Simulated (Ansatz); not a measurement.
Job for Ansatz (a quantum-chemistry and plane-wave program): U-PBE/cc-pVTZ on ethanol (SMILES CCO), a point of a bond scan (R = 0.874 Å).

Ansatz 0.2 input:
```yaml
crystal:
  periodic: [false, false, false]
  atoms:
    - {symbol: C, position_ang: [-1.19870807, 0.14199361, 0.26380614]}
    - {symbol: C, position_ang: [0.06293393, -0.42920547, -0.36086495]}
    - {symbol: O, position_ang: [1.23309882, 0.30528049, -0.01232627]}
    - {symbol: H, position_ang: [-1.90310461, -0.30393875, 0.00104594]}
    - {symbol: H, position_ang: [-1.32566606, 1.18860747, -0.01689310]}
    - {symbol: H, position_ang: [-1.15705007, 0.08293868, 1.35507193]}
    - {symbol: H, position_ang: [0.17648705, -1.48647846, -0.08961519]}
    - {symbol: H, position_ang: [0.00552725, -0.37720409, -1.44899282]}
    - {symbol: H, position_ang: [1.32975984, 0.28858550, 0.94603633]}
basis:
  gaussian:
    orbitals: cc-pVTZ
hamiltonian:
  xc: {name: PBE}
magnetization: {spin_polarized: true, initial_magnetization: 0}
```

It printed:

```
WARN ansatz: RAYON_NUM_THREADS=1 ignored (pool sized by the plan → 1); use --threads N
Functional definition: PBE
integrals: 0.06 GiB planned
855 factors; their error is unknown
mean field: 0.72 GiB planned
mean field evaluation 1: about -4202.3784 eV, gradient 5.2e1 eV
mean field evaluation 2: about -4185.5457 eV, gradient 8.0e1 eV
mean field evaluation 4: about -4213.6247 eV, gradient 7.1e0 eV
mean field evaluation 8: about -4213.7906 eV, gradient 2.6e-1 eV
mean field evaluation 16: about -4213.7908 eV, gradient 1.6e-5 eV
mean field -4213.79081568 eV, -154.8539562663 hartree, gradient 1.6e-5 eV, S^2 0.000000; 0 other end points of the search recorded, 0 dependent functions left out
reference -4213.79085003 eV, -154.8539575284 hartree; 13, 13 occupied and 161, 161 virtual orbitals, 855 factors
Total energy: -4213.79085003 eV, -154.8539575284 hartree
```

Self-consistency was reached.

Cost: around 3 core-seconds (rough).
